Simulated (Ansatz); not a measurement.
SiPH$_{7}$, singlet: a pair in one relaxed arrangement.

in.yaml

```yaml
crystal:
  periodic: [false, false, false]
  atoms:
    - {symbol: Si, position_ang: [-0.292224, 0.000464, -1.847912]}
    - {symbol: H, position_ang: [-0.420824, -0.344268, -3.288812]}
    - {symbol: H, position_ang: [-1.643217, 0.225536, -1.277530]}
    - {symbol: H, position_ang: [0.530666, 1.226849, -1.709654]}
    - {symbol: H, position_ang: [0.366984, -1.129112, -1.142920]}
    - {symbol: P, position_ang: [0.211201, 0.295672, 1.842461]}
    - {symbol: H, position_ang: [0.150906, 0.860649, 3.143355]}
    - {symbol: H, position_ang: [1.516680, -0.225633, 2.036651]}
    - {symbol: H, position_ang: [-0.420072, -0.910056, 2.244259]}
basis:
  gaussian: {orbitals: def2-SVP}
correlation: {method: ccsd_t}
```

Command:

```bash
ansatz run in.yaml --threads 2 --pin off --events-out ev --progress --plain --max-ram 5222MiB
```

What Ansatz 0.2.0 printed:

```
Functional definition: HF
  name "HF"
  cite "Fock, Z. Phys. 61, 126 (1930) doi:10.1007/BF01340294"
  parent pbe
  exchange = exact_x
  correlation = 0
688 factors; integrals over basis functions are off by at most 1.2e-3 eV
mean field evaluation 1: about -17237.8090 eV, gradient 1.3e1 eV
mean field evaluation 2: about -17237.8111 eV, gradient 1.3e1 eV
mean field evaluation 4: about -17238.8772 eV, gradient 6.8e-1 eV
mean field evaluation 8: about -17238.8806 eV, gradient 3.6e-6 eV
mean field evaluation 16: about -17238.8804 eV, gradient 1.7e-1 eV
mean field -17238.88061398 eV, -633.5171776309 hartree, gradient 3.0e-6 eV, S^2 0.000000; 0 other end points of the search recorded, 0 dependent functions left out
10 core orbitals not correlated: weight in the atoms' cores, before any rotation towards them, 1.000 or more for the frozen orbitals, at most 0.000 for the correlated occupied ones
reference -17238.88061398 eV, -633.5171776309 hartree; 8, 8 occupied and 53, 53 virtual orbitals, 688 factors
second order -6.81587478 eV of doubles, -0.00000000 eV of singles
cycle   1  -7.98112816 eV  change    -1.2e0 eV  update   7.5e-2
cycle   2  -8.38390773 eV  change   -4.0e-1 eV  update   2.5e-2
cycle   3  -8.39665016 eV  change   -1.3e-2 eV  update   5.6e-3
cycle   4  -8.39496815 eV  change    1.7e-3 eV  update   1.6e-3
cycle   5  -8.39455586 eV  change    4.1e-4 eV  update   5.0e-4
cycle   6  -8.39450800 eV  change    4.8e-5 eV  update   1.5e-4
cycle   7  -8.39452618 eV  change   -1.8e-5 eV  update   5.5e-5
cycle   8  -8.39453753 eV  change   -1.1e-5 eV  update   1.7e-5
perturbative correction -0.16885887 eV, -0.0062054491 hartree
Total energy: -17247.44401039 eV, -633.8318766443 hartree
```

The lines “mean field evaluation” count trial sets of orbitals through the whole run, from several starts and some on an approximate energy, so they need not fall steadily or lie above the final value.

The run took about 0.9 s on 2 CPU threads of an Intel Xeon Platinum 8488C (shared host).
